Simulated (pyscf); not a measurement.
Single points on ωB97X-D3(BJ)/def2-SVP structures (PySCF, gas phase).

Task: HO–Si(SiH₃)(SiH₃)–SiH₃ + ammonia (NH₃) → H₂N–SiH₂–Si(OH)(SiH₃)–SiH₃ + hydrogen (H₂)
Surface: singlet. Broken: H–Si, H–N. Formed: N–Si, H–H. Give ΔE‡ and ΔE from ωB97M-D3(BJ)/def2-TZVP, relative to the separated reactants.

Result: ΔE‡ = 1.79 eV, ΔE = -0.19 eV. Zero-point energy shifts the barrier by -0.03 eV. It is a four-centre exchange, with an imaginary mode of 1523i cm⁻¹. On the reactant side the descent ends in a complex (not fully relaxed), 0.26 eV under the separated species and 2.08 eV under the saddle at ωB97X-D3(BJ)/def2-TZVP. At the saddle there is also a short H–Si contact that neither side keeps. HO–Si(SiH₃)(SiH₃)–SiH₃ lies 1.03 eV over its isomer H₃Si–SiH₂–O–SiH₂–SiH₃ (electronic energy, ωB97M-D3(BJ)/def2-TZVP). This is the saddle that the search found; another between the same sides may lie lower.
